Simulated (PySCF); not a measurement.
One ligand Y is varied and pulled off as a radical: Cd(CH3)1–Y. All species are isolated molecules in the gas phase. One relaxed conformer stands for each flexible species; it need not be the lowest. Multiplicities are imposed; where one is given, others were not computed. Strings in code marks are SMILES.

The numbers are results of PBE-D3(BJ)/def2-TZVP // r2SCAN-D4/def2-SVP in PySCF, not measurements. 

```
species                     highest occupied spin orbital (eV)
--------------------------  ----------------------------------
Y = F ([Cd(CH3)(F)])                                         –
Y = NH2 ([Cd(CH3)(NH2)])                                     –
free radical OCH3 (`[O]C`)                                   …
free radical SH (`[SH]`)                                 -6.12
```

Complete the blanks.


- free radical OCH3 (`[O]C`), highest occupied spin orbital (eV): -5.95
